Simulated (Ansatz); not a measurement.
A made-up structure of CH3OSi, doublet:

```
6
angstrom
C -0.6623 -0.1458 -0.6644
Si 0.6010 0.0946 0.6103
O 1.2018 -1.0184 1.4575
H -1.0659 0.6766 -1.2482
H 1.6117 -1.8615 1.7066
H 0.9882 1.5217 0.7352
```

It is relaxed with PBE-D4/def2-SVP and then PBE0-D4/def2-TZVP (Ansatz 0.2.0). Atoms count as bonded within 1.22 times the sum of their covalent radii (H–H: 0.88 Å). The end point is not checked to be a true minimum.

(1) Does its bonding change? (Judge from chemistry; the calculation decides.)

Answers

(1) By the calculation: No: no bond forms or breaks.

Where it ends: The first stage lowers the energy by 1.06 eV in 14 steps. It ends as CH₃OSi ([CH][SiH][OH]):
```
6
angstrom
C -0.4842 0.1182 -0.5641
Si 0.6705 0.2854 0.6151
O 1.3727 -0.8978 1.4935
H -1.2310 0.0045 -1.3243
H 1.0891 -1.7971 1.3125
H 1.2572 1.5539 1.0642
```

Labels in which every atom is bracketed show which atoms are joined, not bond orders.

For scale, one of the runs: PBE0-D4/def2-TZVP relaxation, 117 basis functions, launched by `ansatz run in.yaml --threads 2 --pin off --events-out ev --progress --plain --max-ram 4352MiB`. Hardware: 2 CPU threads of an Intel Xeon 6975P-C, shared host. Wall time about 12 s.
